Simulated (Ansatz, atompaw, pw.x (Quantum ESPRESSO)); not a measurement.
**pw.x on fcc Ta: one setting changed**

Potential: PAW, atompaw 4.2.0.5, LDA (PW92); core [Kr] 4d10, reference 4f14 5s2 5p6 5d3.5 6s1.5 6p0; waves: 5s (bound); 6s (bound); 5p (bound); 6p (bound, empty); 5d (bound); 5d channel at 1.95 Ry; 4f (bound); 4f channel at -1.15 Ry; local part: ultrasoft scheme with l = 4 at -0.5 Ry, radius 1.75 bohr; core correction: smooth core density matched at 1.35 bohr; augmentation: sinc compensation charge, radius 2.05 bohr; PAW radius 2.40 bohr; waves and projectors: bloechl.

The reference run (k-mesh 14³, cutoffs 100/900 Ry, Fermi–Dirac 0.01 Ry, mixing_beta 0.4, conv_thr 1e-9, no spin) gives -1.26 GPa at 17.836 Å³/atom, where all-electron LAPW gives -0.93 GPa. This run, with its own iteration cap, changes k-mesh shift to 1.

```
&control
  calculation='scf', prefix='x', pseudo_dir='./', outdir='./tmp', tstress=.true., disk_io='none'
/
&system
  ibrav=0, nat=1, ntyp=1, ecutwfc=100, ecutrho=900, nbnd=23,
  occupations='smearing', smearing='fd', degauss=0.01
/
&electrons
  conv_thr=1e-09, mixing_beta=0.4, electron_maxstep=60
/
ATOMIC_SPECIES
Ta 1.0 Ta.UPF
CELL_PARAMETERS angstrom
  0.00000000 2.07374725 2.07374725
  2.07374725 0.00000000 2.07374725
  2.07374725 2.07374725 0.00000000
ATOMIC_POSITIONS crystal
Ta 0.0000 0.0000 0.0000
K_POINTS automatic
14 14 14 1 1 1
```

```bash
pw.x < Ta.scf.in > Ta.scf.out
```

How does the run end?

It converges in 8 iterations; the free energy moves by -0.5 meV/atom and the pressure by +0.09 GPa.

```
Message from routine setup:
     using ibrav=0 with symmetry is DISCOURAGED, use correct ibrav instead
     lattice parameter (alat)  =       5.5420  a.u.
     unit-cell volume          =     120.3633 (a.u.)^3
     number of electrons       =        27.00
     number of Kohn-Sham states=           23
     kinetic-energy cutoff     =     100.0000  Ry
     charge density cutoff     =     900.0000  Ry
     scf convergence threshold =      1.0E-09
     Exchange-correlation= SLA PW NOGX NOGC
     number of k points=   280  Fermi-Dirac smearing, width (Ry)=  0.0100
     iteration #  1     ecut=   100.00 Ry     beta= 0.40
     total energy              =   -1211.04193234 Ry
     estimated scf accuracy    <       0.06761015 Ry
     iteration #  2     ecut=   100.00 Ry     beta= 0.40
     total energy              =   -1211.05200073 Ry
     estimated scf accuracy    <       0.00713129 Ry
     iteration #  3     ecut=   100.00 Ry     beta= 0.40
     total energy              =   -1211.05427663 Ry
     estimated scf accuracy    <       0.00179930 Ry
     [... 2 iterations left out ...]
     iteration #  6     ecut=   100.00 Ry     beta= 0.40
     total energy              =   -1211.05457918 Ry
     estimated scf accuracy    <       0.00000232 Ry
     iteration #  7     ecut=   100.00 Ry     beta= 0.40
     total energy              =   -1211.05457929 Ry
     estimated scf accuracy    <       0.00000007 Ry
     iteration #  8     ecut=   100.00 Ry     beta= 0.40
     the Fermi energy is    25.7715 ev
!    total energy              =   -1211.05457929 Ry
     estimated scf accuracy    <          2.7E-10 Ry
     smearing contrib. (-TS)   =      -0.00546203 Ry
     The total energy is F=E-TS. E is the sum of the following terms:
     one-electron contribution =    -446.01010143 Ry
     hartree contribution      =     154.65746893 Ry
     xc contribution           =     -45.34530081 Ry
     ewald contribution        =    -426.45098108 Ry
     one-center paw contrib.   =    -447.90020288 Ry
     convergence has been achieved in   8 iterations
          total   stress  (Ry/bohr**3)                   (kbar)     P=      -11.68
     Message from routine punch:
     Nothing written, as per user request (disk_io='none')
```

The run took about 2.8 min on one core of a shared host (Intel(R) Xeon(R) Platinum 8488C, 96 threads, 744 GiB, load 57).
